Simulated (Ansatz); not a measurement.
A calculation on litharge SnO returned lattice constant a 3.768 Å, lattice parameter c 4.658 Å.

For reference: lattice constant a 3.801 Å (measured, temperature not stated, not corrected to a static lattice; as tabulated in Electronic properties of the Sn1−xPbxO alloy and band alignment of the SnO/PbO …); lattice parameter c 4.835 Å (measured, temperature not stated, not corrected to a static lattice; as tabulated in Electronic properties of the Sn1−xPbxO alloy and band alignment of the SnO/PbO …).

### Question
Which level of theory produced these numbers?
A) r²SCANh (Ansatz (an electronic-structure program))
B) LDA (Ansatz)
C) PBE0 (Ansatz)
D) r²SCAN+rVV10 (Ansatz)

### Answer
B, LDA (Ansatz)

The others give: r²SCAN+rVV10 3.793 Å, 4.761 Å; PBE0 3.799 Å, 5.023 Å; r²SCANh 3.792 Å, 4.955 Å.

Unless a cell is named, each level is at its own relaxed cell (LDA 16.53, PBE0 18.13, r²SCAN+rVV10 17.12, r²SCANh 17.82 Å³/atom).

Caveats: LDA has no dispersion term either, though it tends to give short spacings of layers, chains or molecules (LDA); the cell comes from a level without a dispersion term, which matters for the spacing of layers, chains or molecules (PBE0, r²SCANh). Ansatz's density-functional and Hartree–Fock values are scalar-relativistic unless marked +SOC, with PAW data made under PBE.
